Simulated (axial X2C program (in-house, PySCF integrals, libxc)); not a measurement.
Correcting the dissociation energy of NaSi for spin–orbit coupling

A spin-free PBE0 curve (one-electron X2C) was computed with an axial X2C code built on PySCF integrals, basis Si dyall-v3z [8s7p2d1f], Na dyall-v3z [9s8p4d2f] (cores contracted in-house), for the state M_S = 3/2, Λ = 0 (beyond evenly filled blocks: σα, π+α, π-α). It gives D0 = 1.416 eV to Si + Na, which in a spin-free picture are the weighted means of the ground terms.

Measured levels of the ground terms (NIST Handbook of Basic Atomic Spectroscopic Data), in cm⁻¹: Si 3P: J = 0 at 0, J = 1 at 77.1, J = 2 at 223.2; Na 2S: J = 1/2 at 0.

The molecular state has Λ = 0, so it has no first-order lowering.

How far does each ground level lie under the (2J+1)-weighted mean of its term?

Si: (1 × 0 + 3 × 77.1 + 5 × 223.2)/9 = 150 cm⁻¹; Na: a single level, 0.

Correct D0.

D0 = 1.416 + (0 − 150)/8065.5 = 1.397 eV at PBE0 with these spin–orbit terms.

Second-order spin–orbit effects in the molecule, which grow quickly with Z, are left out. Occupations by symmetry block were frozen at the best pattern of an incomplete PBE0 search. De is counted from the lowest determinant-based energies of the atoms at the same level, without counterpoise correction. PBE0 can misorder states that lie within some tenths of an eV, so this need not be the ground state of the molecule. The nearest other spin-free determinant of the search, M_S = 1/2, Λ = 0, lies 0.45 eV up at the distance of the search.
